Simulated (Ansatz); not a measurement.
Two shapes of singlet CH4S.

Shape 1:

```xyz
6

C     0.0000   -0.0273   -1.1485
S     0.0000   -0.0596    0.6634
H     0.0000   -1.0768   -1.4741
H    -0.8999    0.4586   -1.5509
H     0.8999    0.4586   -1.5509
H     0.0000    1.2772    0.8519
```

Shape 2:

```xyz
6

C    -0.0258   -0.0088   -1.1099
S     0.0283   -0.0187    0.6579
H    -0.0118   -1.1245   -1.4832
H    -0.9293    0.4768   -1.5148
H     0.8967    0.4321   -1.5932
H    -0.0475    1.2636    0.8444
```

Basis set: 6-31G* (spherical functions). Correlated methods keep 6 orbitals frozen. Charge 0, multiplicity 1.

Computed with Ansatz (development build ahead of 0.2.0); each method stands on the lowest determinant of its kind that the runs found.

(1) Which shape is lower in energy, and by how much in each method?

Results:

(1)

| method | E(2) − E(1) (eV) |
| --- | --- |
| RHF | 0.215 |
| RHF-MP2 | 0.194 |

Shape 1 is lower.
